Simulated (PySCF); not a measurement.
# [NH2]− (SMILES [NH2-]) at SVWN5/6-31G

Aim: the vertical ionisation energy of [NH2]− at SVWN5/6-31G, from 2 runs. Input form: a Python script.

The results are computed with PySCF 2.14.0.

13 further runs of the same task are left out: 2 that didn't finish, 11 set aside as unsound or not needed.

## 1. The system as given

[NH2]− has 3 atoms, charge -1, and is taken as a singlet. As SMILES, `[NH2-]`. Geometry: relaxed at PBE0-D4/def2-TZVPD.

Bond lengths: N1–H2 1.027 Å, N1–H3 1.027 Å. Angles: H2–N1–H3 101.8°.

## 2. A single-point energy at SVWN5/6-31G

input.py reads:

```python
from pyscf import gto, dft

system = gto.M(
    atom='N 0.342200 -0.203000 0.168700; H 0.125500 0.801200 0.156000; H -0.467700 -0.598200 -0.324700',
    basis='6-31g',
    max_memory=1860,
    charge=-1,
    verbose=3,
)

mf = dft.RKS(system, xc='svwn')
mf.conv_tol = 1e-10
mf.grids.level = 5
mf.kernel()
if not mf.converged:
    mf = mf.newton().run(mf.mo_coeff, mf.mo_occ)

etot = mf.e_tot
print('E(%s) = %.9f' % ('SVWN5', etot))
```

Command:

```bash
$ OMP_NUM_THREADS=1 python input.py
```

Standard output:

```text
converged SCF energy = -55.3395417860431
E(SVWN5) = -55.339541786
```

Wall time 1.2 s (1 thread of Arm Neoverse V1, shared host); peak memory 0.13 GiB.

## 3. Doublet neutral NH2 at the same level

job.py reads:

```python
from pyscf import gto, dft

mol = gto.M(
    atom=[
    ('N', (0.342200, -0.203000, 0.168700)),
    ('H', (0.125500, 0.801200, 0.156000)),
    ('H', (-0.467700, -0.598200, -0.324700)),
],
    spin=1,
    max_memory=1860,
    verbose=4,
    basis='6-31g',
)

mf = dft.UKS(mol, xc='svwn')
mf.conv_tol = 1e-10
mf.grids.level = 5
mf.kernel()
if not mf.converged:
    mf = mf.newton().run(mf.mo_coeff, mf.mo_occ)

energy = mf.e_tot
print('Final energy', energy)
```

Command:

```bash
$ OMP_NUM_THREADS=1 python job.py
```

Standard output:

```text
PySCF version 2.14.0

[INPUT] num. atoms = 3
[INPUT] num. electrons = 9
[INPUT] charge = 0
[INPUT] spin (= nelec alpha-beta = 2S) = 1
[INPUT] symmetry False subgroup None
[INPUT] Mole.unit = angstrom
[INPUT] Symbol           X                Y                Z      unit          X                Y                Z       unit  Magmom
[INPUT]  1 N      0.342200000000  -0.203000000000   0.168700000000 AA    0.646664279826  -0.383614403287   0.318796797214 Bohr   0.0
[INPUT]  2 H      0.125500000000   0.801200000000   0.156000000000 AA    0.237160628633   1.514048571002   0.294797275432 Bohr   0.0
[INPUT]  3 H     -0.467700000000  -0.598200000000  -0.324700000000 AA   -0.883824908459  -1.130434167715  -0.613594072646 Bohr   0.0

nuclear repulsion = 7.54285241955884
number of shells = 9
number of NR pGTOs = 30
number of NR cGTOs = 13
basis = 6-31g
ecp = {}

[... 69 lines left out ...]
converged SCF energy = -55.3620185167118  <S^2> = 0.75189391  2S+1 = 2.001893
Final energy -55.36201851671184
```

Wall time 1.5 s (1 thread of Arm Neoverse V1, shared host); peak memory 0.13 GiB.

## 4. Results

Level: SVWN5/6-31G.

| quantity | value |
| --- | --- |
| singlet [NH2]−: total energy | -55.33954 Eh |
| singlet [NH2]−: HOMO energy | 5.82 eV |
| singlet [NH2]−: LUMO energy | 9.47 eV |
| singlet [NH2]−: HOMO–LUMO gap (to an unbound level, set by the basis) | 3.65 eV |
| doublet neutral NH2: total energy | -55.36202 Eh |
| doublet neutral NH2: dipole moment | 2.38 D |
| doublet neutral NH2: HOMO energy (highest over α and β) | -6.15 eV |
| doublet neutral NH2: LUMO energy (lowest over α and β) | -4.56 eV |
| doublet neutral NH2: ⟨S²⟩ | 0.752 |
| vertical detachment energy (to the doublet neutral) | -0.612 eV |

What this shows: The species is unbound against losing an electron at this level, by 0.61 eV (−59.0 kJ/mol); missing correlation or diffuse functions can give that sign where the real anion is bound. Mulliken charges (singlet [NH2]−) run from -1.11 on N1 to +0.05 on H2. The HOMO (singlet [NH2]−) lies at positive energy, 5.82 eV, as semi-local functionals often give for anions; only total energies tell whether the electron is bound. Mulliken charges (doublet neutral NH2) run from -0.55 on N1 to +0.27 on H2; they depend strongly on the basis.
